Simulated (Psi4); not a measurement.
# doublet BH−: levels of theory compared

Wanted: a comparison of 5 runs (U-r2SCAN/def2-TZVPPD, UBLYP/def2-TZVPPD, UPBE/def2-TZVPPD, UPBE0/def2-TZVPPD, UCCSD(T)/def2-TZVPPD) of doublet BH−. 

The calculation is run with Psi4 1.11.

1 further run of the same task is left out (set aside as unsound or not needed).

## Step 1: The system as given

The species is BH− (2 atoms), meant as a doublet with charge -1. As SMILES of the parent species, `[BH]`. The bond length is the one measured for the parent species. That shape belongs to the parent species and isn't relaxed for this state.

Bond lengths: B1–H2 1.232 Å.

## Step 2: Energy and forces at U-r2SCAN/def2-TZVPPD (run 1)

The input, bh.dat:

```
memory 1.6 GB

molecule {
  -1 2
  B      0.000000     0.000000     0.000000
  H      0.000000     0.000000     1.232400
  symmetry c1
}

set {
  basis                def2-TZVPPD
  reference            uks
  puream               true
  e_convergence        1e-09
  d_convergence        1e-08
  scf_type             pk
  dft_radial_points    99
  dft_spherical_points 590
  maxiter              200
}

E, wfn = gradient("r2scan", return_wfn=True)
oeprop(wfn, "DIPOLE", "MAYER_INDICES", "WIBERG_LOWDIN_INDICES")
```

Launch:

```console
$ psi4 -n 1 bh.dat bh.out
```

bh.out:

```text
[...]
  Running in c1 symmetry.
[...]
  Nuclear repulsion =    2.146937725860111
[...]
  Multiplicity = 2
[...]
  Nalpha       = 4
  Nbeta        = 3
[...]
    Number of basis functions: 54
[...]
   @UKS iter   1:   -25.14758095789847   -2.70226e-01   6.30640e-03 DIIS/ADIIS
[...]
   @UKS iter  12:   -25.27587677048405   -3.48876e-12   7.89694e-09 DIIS
[...]
   @S^2 Observed:                7.627004291E-01
[...]
    Orbital Energies [Eh]
    ---------------------
    Alpha Occupied:
       1A     -6.415553     2A     -0.190859     3A      0.040038
       4A      0.092995
    Alpha Virtual:
       5A      0.129933     6A      0.164329     7A      0.257872
       8A      0.283226     9A      0.288863    10A      0.290196
      11A      0.295575    12A      0.297892    13A      0.321732
      14A      0.347683    15A      0.380947    16A      0.444868
      17A      0.487589    18A      0.489230    19A      0.556972
      20A      0.696309    21A      0.744904    22A      0.755434
      23A      0.770184    24A      0.776452    25A      0.995780
[...]
  @UKS Final Energy:   -25.27587677048405
   => Energetics <=
    Nuclear Repulsion Energy =              2.1469377258601106
    One-Electron Energy =                 -38.9145290540709681
    Two-Electron Energy =                  15.9467365137584771
    DFT Exchange-Correlation Energy =      -4.4550219560316702
    Empirical Dispersion Energy =           0.0000000000000000
    VV10 Nonlocal Energy =                  0.0000000000000000
    Total Energy =                        -25.2758767704840466
[...]
  -Total Gradient:
     Atom            X                  Y                   Z
    ------   -----------------  -----------------  -----------------
       1       -0.000000024038    -0.000000024176     0.008886021315
       2        0.000000024717     0.000000024856    -0.008890994472
[...]
 Multipole Moments:
 ------------------------------------------------------------------------------------
     Multipole            Electronic (a.u.)      Nuclear  (a.u.)        Total (a.u.)
 ------------------------------------------------------------------------------------
 L = 1.  Multiply by 2.5417464519 to convert [e a0] to [Debye]
 Dipole X            :         -0.0000019            0.0000000           -0.0000019
 Dipole Y            :         -0.0000019            0.0000000           -0.0000019
 Dipole Z            :         -0.3610611            1.1570103            0.7959492
 Magnitude           :                                                    0.7959492
[...]
```

Wall time 15 s (1 thread of AMD EPYC 7R43 (Zen 3), shared host); peak memory 0.66 GiB.

## Step 3: The energy at UBLYP/def2-TZVPPD (run 2)

The input, input.json:

```json
{
 "schema_name": "qcschema_input",
 "schema_version": 1,
 "molecule": {
  "schema_name": "qcschema_molecule",
  "schema_version": 2,
  "symbols": ["B", "H"],
  "geometry": [0.0, 0.0, 0.0, 0.0, 0.0, 2.32889848],
  "molecular_charge": -1,
  "molecular_multiplicity": 2,
  "fix_symmetry": "c1"
 },
 "driver": "energy",
 "model": {
  "method": "blyp",
  "basis": "def2-TZVPPD"
 },
 "keywords": {
  "reference": "uks",
  "puream": true,
  "e_convergence": 1e-09,
  "d_convergence": 1e-08,
  "scf_type": "pk",
  "dft_radial_points": 99,
  "dft_spherical_points": 590,
  "maxiter": 200
 }
}
```

Launch:

```console
$ psi4 --qcschema input.json -n 1 --memory 1600MB
```

stdout:

```text
[...]
  Running in c1 symmetry.
[...]
  Nuclear repulsion =    2.146937723107621
[...]
  Multiplicity = 2
[...]
  Nalpha       = 4
  Nbeta        = 3
[...]
    Number of basis functions: 54
[...]
   @UKS iter   1:   -25.10058572018953   -1.80888e-01   7.75667e-03 ADIIS/DIIS
[...]
   @UKS iter  35:   -25.28482550804624   -1.95044e-12   4.63937e-09 DIIS
[...]
   @S^2 Observed:                7.547849764E-01
[...]
    Orbital Energies [Eh]
    ---------------------
    Alpha Occupied:
       1A     -6.312140     2A     -0.164694     3A      0.051992
       4A      0.110751
    Alpha Virtual:
       5A      0.126454     6A      0.144320     7A      0.231466
       8A      0.265370     9A      0.267333    10A      0.272048
      11A      0.272262    12A      0.278124    13A      0.311525
      14A      0.324491    15A      0.359209    16A      0.409994
      17A      0.447083    18A      0.449555    19A      0.519626
      20A      0.653537    21A      0.716082    22A      0.722513
      23A      0.737571    24A      0.741141    25A      0.936845
[...]
  @UKS Final Energy:   -25.28482550804624
   => Energetics <=
    Nuclear Repulsion Energy =              2.1469377231076212
    One-Electron Energy =                 -38.9300343105192042
    Two-Electron Energy =                  15.9597150199480886
    DFT Exchange-Correlation Energy =      -4.4614439405827477
    Empirical Dispersion Energy =           0.0000000000000000
    VV10 Nonlocal Energy =                  0.0000000000000000
    Total Energy =                        -25.2848255080462430
[...]
 Multipole Moments:
 ------------------------------------------------------------------------------------
     Multipole            Electronic (a.u.)      Nuclear  (a.u.)        Total (a.u.)
 ------------------------------------------------------------------------------------
 L = 1.  Multiply by 2.5417464519 to convert [e a0] to [Debye]
 Dipole X            :         -0.0000000            0.0000000           -0.0000000
 Dipole Y            :          0.0000000            0.0000000            0.0000000
 Dipole Z            :         -0.4096997            1.1570103            0.7473106
 Magnitude           :                                                    0.7473106
[...]
```

The result, in JSON:

```text
{
 "driver": "energy",
 "model": {
  "method": "blyp",
  "basis": "def2-TZVPPD"
 },
 "success": true,
 "return_result": -25.284825508046243,
 "properties": {
  "calcinfo_nbasis": 54,
  "calcinfo_nmo": 54,
  "calcinfo_nalpha": 4,
  "calcinfo_nbeta": 3,
  "calcinfo_natom": 2,
  "nuclear_repulsion_energy": 2.146937723107621,
  "return_energy": -25.284825508046243,
  "scf_one_electron_energy": -38.930034310519204,
  "scf_two_electron_energy": 15.959715019948089,
  "scf_xc_energy": -4.461443940582748,
  "scf_dipole_moment": [-2.430755973507141e-08, 1.2238156426068394e-08, 0.7473106393578823],
  "scf_total_energy": -25.284825508046243,
  "scf_iterations": 35
 }
}
```

Wall time 12 s (1 thread of AMD EPYC 7R43 (Zen 3), shared host); peak memory 0.4 GiB.

Runs 3 to 4 aren't shown in full; the table further down has their settings and results.

## Step 4: The energy at UCCSD(T)/def2-TZVPPD (run 5)

The input, bh.py:

```python
import psi4

psi4.set_memory('1600 MB')
psi4.set_num_threads(1)
psi4.set_output_file('output.dat', False)

molecule = psi4.geometry("""
-1 2
B
H 1 1.2324
units angstrom
symmetry c1
""")

psi4.set_options({
    'basis': 'def2-TZVPPD',
    'reference': 'uhf',
    'puream': True,
    'e_convergence': 1e-09,
    'd_convergence': 1e-08,
    'scf_type': 'pk',
    'num_frozen_docc': 1,
    'maxiter': 200,
})

result = psi4.energy('ccsd(t)', molecule=molecule)
print(f'ccsd(t) energy: {result:.10f} Eh')
for k, v in sorted(psi4.core.scalar_variables().items()):
    print(f'{k:45s} {v:18.10f}')
```

Launch:

```console
$ python bh.py
```

output.dat:

```text
[...]
  Running in c1 symmetry.
[...]
  Nuclear repulsion =    2.146937725860111
[...]
  Multiplicity = 2
[...]
  Nalpha       = 4
  Nbeta        = 3
[...]
    Number of basis functions: 54
[...]
   @UHF iter   1:   -25.08008998675307   -6.18271e-01   2.92575e-03 DIIS/ADIIS
[...]
   @UHF iter  13:   -25.11129190954483   -1.12124e-11   9.68551e-09 DIIS
[...]
   @S^2 Observed:                7.684720259E-01
[...]
    Orbital Energies [Eh]
    ---------------------
    Alpha Occupied:
       1A     -7.380923     2A     -0.392131     3A     -0.088274
       4A     -0.015651
    Alpha Virtual:
       5A      0.199952     6A      0.263686     7A      0.312518
       8A      0.351565     9A      0.354377    10A      0.354548
      11A      0.357370    12A      0.359208    13A      0.434597
      14A      0.475610    15A      0.482264    16A      0.525156
      17A      0.565761    18A      0.576827    19A      0.683836
      20A      0.828611    21A      0.896391    22A      0.897682
      23A      0.919250    24A      0.927799    25A      1.163929
[...]
  @UHF Final Energy:   -25.11129190954483
   => Energetics <=
    Nuclear Repulsion Energy =              2.1469377258601106
    One-Electron Energy =                 -38.8720403482620185
    Two-Electron Energy =                  11.6138107128570720
    Total Energy =                        -25.1112919095448319
  UHF NO Occupations:
  HONO-2 :    2  A 1.9995616
  HONO-1 :    3  A 1.9911640
[...]
 Multipole Moments:
 ------------------------------------------------------------------------------------
     Multipole            Electronic (a.u.)      Nuclear  (a.u.)        Total (a.u.)
 ------------------------------------------------------------------------------------
 L = 1.  Multiply by 2.5417464519 to convert [e a0] to [Debye]
 Dipole X            :          0.0000000            0.0000000            0.0000000
 Dipole Y            :          0.0000000            0.0000000            0.0000000
 Dipole Z            :         -0.3150718            1.1570103            0.8419385
 Magnitude           :                                                    0.8419385
[...]
      * MP2 total energy                      =  -25.200146505399186
[...]
      * CCSD total energy                     =  -25.222383374780762
[...]
      * CCSD(T) total energy                     =  -25.226265475843572
```

Wall time 8.1 s (1 thread of AMD EPYC 7R43 (Zen 3), shared host); peak memory 0.28 GiB.

## Step 5: Overview of the runs

```tsv
run	level	task	frozen core orbitals	energy (Eh)	HOMO energy (eV)	LUMO energy (eV)	⟨S²⟩	wall time
1	U-r2SCAN/def2-TZVPPD	gradient	0	-25.275877	2.53	3.54	0.763	15 s
2	UBLYP/def2-TZVPPD	energy	0	-25.284826	3.01	3.44	0.755	12 s
3	UPBE/def2-TZVPPD	gradient	0	-25.248787	2.81	3.22	0.755	6.9 s
4	UPBE0/def2-TZVPPD	gradient	0	-25.255186	1.91	4.21	0.757	6.6 s
5	UCCSD(T)/def2-TZVPPD	energy	1	-25.226265	-0.43	5.44	0.768	8.1 s
```

## Step 6: Summary of results

| quantity | value |
| --- | --- |
| run 5: total energy | -25.22627 Eh |
| run 5: HOMO energy (Hartree–Fock orbitals) (highest over α and β) | -0.43 eV |
| run 5: LUMO energy (Hartree–Fock orbitals) (lowest over α and β) | 5.44 eV |
| run 5: correlation energy (1 core orbital frozen) | -115.0 mEh |
| run 5: (T) correction | -3.88 mEh |
| run 5: ⟨S²⟩ of the reference determinant | 0.768 |
| run 5: T1 diagnostic | 0.024 |

What this shows: Totals of different functionals can't be ranked against each other. In runs 1, 2, 3, 4 the HOMO lies above zero, so the outermost electron may be held by the basis alone. All runs together took 49 s, the longest 15 s.
